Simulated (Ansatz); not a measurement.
**BS₂−: functionals against CCSD(T) at one geometry**

One table from this session's results is given with a row withheld; the runs are named, their logs left out.

Program: Ansatz 0.2.0, Gaussian basis. Level of theory: single points in def2-TZVPPD. These are calculated values, not measurements.

Correlated methods freeze the cores.

### Starting geometry

SMILES `S=B[S-]`, 3 atoms, charge -1, spin multiplicity 1.

Atoms are counted from 1 here; the program's logs count them from 0.

Bond lengths: S1–B2 1.625 Å, B2–S3 1.665 Å. Angles: S1–B2–S3 177.1°.

Coordinates:

```xyz
3
BS2
S    -1.1029    1.1175   -0.4788
B    -0.0315   -0.0140   -0.0182
S     1.1134   -1.1129    0.4848
```

Set-up of the first run:

run/in.yaml reads:

```yaml
crystal:
  periodic: [false, false, false]
  atoms:
    - {symbol: S, position_ang: [-1.102891, 1.117544, -0.478755]}
    - {symbol: B, position_ang: [-0.031526, -0.014007, -0.018243]}
    - {symbol: S, position_ang: [1.113419, -1.112894, 0.484840]}
basis:
  gaussian: {orbitals: "def2-TZVPPD.json"}
total_charge: -1
hamiltonian: {xc: pbe, dispersion: d4}
output: {forces: true}
```

The basis file named in the input lies beside it (Basis Set Exchange, JSON).

The run is started by

```console
$ ansatz run in.yaml --threads 2 --pin off --events-out ev --progress --plain --max-ram 3481MiB
```

Steps of the session up to this table: PBE-D4/def2-TZVPPD; r2SCAN-D4/def2-TZVPPD; PBE0-D4/def2-TZVPPD; wB97M-V/def2-TZVPPD; CCSD(T)/def2-TZVPPD.

One of the session's tables, all rows but one given; the rest of the session is left out.

```
   method  RMS force component (eV/Å)  angle to CCSD(T) forces (°)
   PBE-D4                       0.934                          0.5
r2SCAN-D4                       0.848                          5.8
  PBE0-D4                           ?                            ?
  wB97M-V                       0.808                          7.0
  CCSD(T)                       0.960                    reference
```

Q: Estimate the row for PBE0-D4 from the others.

**Answer.** RMS force component (eV/Å): 0.815; angle to CCSD(T) forces (°): 7.7. In the column «RMS force component (eV/Å)» it lies between wB97M-V (0.808) and r2SCAN-D4 (0.848).
